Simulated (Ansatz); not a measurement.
The reference is HgTe in the zinc blende structure (space group F-43m, No. 216; a = 6.510 Å).

Calculations: PBEsol (Ansatz, an electronic-structure program; PAW; 420 eV plane waves; no spin-orbit coupling).

Modification: every Hg is replaced by Cd; the structure is relaxed again.

Measured lattice parameter a: HgTe 6.46 Å (room temperature; as listed in R. J. Cava et al., Journal of Materials Chemistry C (2013)); CdTe 6.48 Å (room temperature; as listed in M J Lucero, T M Henderson, G E Scuseria, Journal of Physics Condensed Matter (2012)).

### Question
How well does PBEsol reproduce the measured shift?

### Answer
With PBEsol the lattice parameter a moves by -0.021 Å (6.510 → 6.489) against +0.020 Å measured, the wrong sign.

Whether these cells are dynamically stable was not tested. All final runs are without spin polarisation.
